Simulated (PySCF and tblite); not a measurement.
**Conformer ensemble of C₅H₇N, numbered as in [CH2:1]=[CH:2][CH2:3][CH2:4][C:5]#[N:6]**

Level: PBE0-D3(BJ)/def2-TZVP//PBE0-D3(BJ)/def2-SVP, thermal terms from GFN2-xTB, symmetry numbers and mirror pairs counted. Conformers within 4 kcal/mol (GFN2-xTB free energy) were kept, 7 at most. GIAO shieldings: PBE0/pcSseg-1. Couplings: B3LYP/pcSseg-1 with pcJ-1 on H (gas phase; spin-dipole term only for pairs with B, N, F, Si or P). Shifts are against TMS (¹H), TMS (¹³C), NH3 (¹⁵N) at the same level; of two unlike H on one atom, a is the less shielded. Run with PySCF (density fitting) and tblite.

Torsions listed: C1–C2–C3–C4, C2–C3–C4–C5. Of a mirror pair one member is shown.

```tsv
conformer	shape	symmetry	E(GFN2) kcal/mol	E(DFT) kcal/mol	G(298.15 K) kcal/mol	weight %	dipole D
1	118°, 62°	C1 (pair)	0.02	0.00	0.00	32.3	3.99
2	-119°, -178°	C1 (pair)	0.00	0.12	0.07	28.8	4.05
3	115°, -65°	C1 (pair)	0.24	0.40	0.38	17.1	4.04
4	0°, 180°	Cs	0.47	0.12	0.56	12.5	3.98
5	1°, -68°	C1 (pair)	0.70	0.59	0.74	9.3	4.15
```

Weights (%) against temperature:

```json
{"T (K)": "150", "1": "40.8", "2": "31.9", "3": "11.7", "4": "11.7", "5": "3.9", "S(mix) cal/mol/K": "3.92"}
{"T (K)": "200", "1": "36.7", "2": "30.8", "3": "14.4", "4": "12.1", "5": "6.0", "S(mix) cal/mol/K": "4.06"}
{"T (K)": "250", "1": "34.1", "2": "29.7", "3": "16.0", "4": "12.3", "5": "7.9", "S(mix) cal/mol/K": "4.15"}
{"T (K)": "298.15", "1": "32.3", "2": "28.8", "3": "17.1", "4": "12.5", "5": "9.3", "S(mix) cal/mol/K": "4.20"}
{"T (K)": "400", "1": "29.8", "2": "27.4", "3": "18.3", "4": "12.7", "5": "11.7", "S(mix) cal/mol/K": "4.26"}
```

Averaged shifts at 298.15 K. ¹H: 6.11 (H2, 1H), 5.49 (H1a, 1H), 5.48 (H1b, 1H), 2.21 (H3, 2H), 2.08 (H4, 2H) ppm. ¹³C: 144.2 (C2), 125.5 (C1), 123.8 (C5), 33.9 (C3), 17.9 (C4) ppm. ¹⁵N: 305.8 (N6) ppm.

Coordinates of conformer 1 (Å):

```xyz
13

C    -2.050    0.734   -0.293
C    -0.842    0.637    0.263
C    -0.103   -0.647    0.475
C     1.229   -0.711   -0.288
C     2.174    0.320    0.127
N     2.907    1.145    0.476
H    -2.598   -0.152   -0.631
H    -2.540    1.702   -0.425
H    -0.325    1.549    0.588
H     0.104   -0.786    1.550
H    -0.723   -1.499    0.155
H     1.052   -0.600   -1.370
H     1.709   -1.691   -0.140
```

Coordinates of conformer 2 (Å):

```xyz
13

C    -2.225   -0.547    0.352
C    -1.245    0.204   -0.150
C     0.160   -0.260   -0.377
C     1.167    0.553    0.450
C     2.547    0.147    0.217
N     3.635   -0.193    0.017
H    -2.056   -1.591    0.635
H    -3.233   -0.150    0.493
H    -1.458    1.246   -0.419
H     0.255   -1.327   -0.127
H     0.419   -0.158   -1.444
H     0.948    0.449    1.524
H     1.081    1.627    0.216
```

Unscaled ¹⁵N shifts at such levels can be off by tens of ppm; differences between conformers or isomers are more reliable. Shifts are unscaled: against experiment ¹³C can be off by 15 ppm or more and ¹H by 0.8 ppm.

Search and properties took 2.7 min on 1 thread of Arm Neoverse V1, on a host shared with other jobs (rough), launched as `OMP_NUM_THREADS=1 python ens_run.py task.json out`.


¹⁵N shifts are against a computed isolated NH3 molecule, about 20 ppm from the liquid.